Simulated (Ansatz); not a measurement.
[AlH4]- (AlH4⁻), relaxed as a singlet with RKS r2SCAN-D4/def2-TZVPD in Ansatz, starting from the GFN2-xTB geometry. Force threshold 0.02 eV/Å.

Start:

```xyz
5

Al    0.0013    0.0010    0.0006
H     0.2304    0.6282   -1.4833
H    -0.4068   -1.5695   -0.1345
H    -1.1984    0.8065    0.7501
H     1.3735    0.1337    0.8671
```

```json
{"step": "1", "energy (eV)": "-6661.8528", "largest force component (eV/Å)": "0.199", "SCF passes": "19"}
{"step": "2", "energy (eV)": "-6661.8591", "largest force component (eV/Å)": "0.026", "SCF passes": "23"}
{"step": "3", "energy (eV)": "-6661.8592", "largest force component (eV/Å)": "0.005", "SCF passes": "19"}
```

Force components are those of the run's own axes.

End:

| atom | x (Å) | y (Å) | z (Å) |
| --- | --- | --- | --- |
| Al1 | 0.0007 | 0.0004 | 0.0004 |
| H2 | 0.2333 | 0.6352 | -1.4990 |
| H3 | -0.4105 | -1.5862 | -0.1357 |
| H4 | -1.2103 | 0.8154 | 0.7584 |
| H5 | 1.3869 | 0.1352 | 0.8758 |

By distances, no bond broke or formed. The bond that changes most is Al1–H2, from 1.63 to 1.64 Å (atoms count from 1).

No frequencies were taken in this run, so the end may be a saddle point.

It took 2.3 s on 4 threads of Arm Neoverse V1 on a shared host.
